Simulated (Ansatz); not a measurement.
quartet LiC: levels of theory in one basis

```xyz
2

Li    0.0241    0.0435   -0.9391
C    -0.0016    0.0254    0.9774
```

Basis set: def2-SVP (spherical functions). Correlated methods keep 1 orbital frozen. Correlation on ROHF uses semicanonical orbitals with singles. Charge 0, multiplicity 4.

Computed with Ansatz (development build ahead of 0.2.0); each method stands on the lowest determinant of its kind that the runs found.

```csv
method,E − E(ROHF) (eV),<S²> of the determinant
ROHF,0.00,–
UHF,-0.04,3.76
ROHF-MP2,-1.88,–
UHF-MP2,-1.89,3.76
ROHF-CCSD(T),-2.34,–
UHF-CCSD(T),-2.35,3.76
```

(1) Is a single determinant a sound starting point here?

## Answers

(1) By this sign, yes. Unrestricted orbitals gain 0.04 eV and <S²> is 3.76 against 3.75 for a pure state.
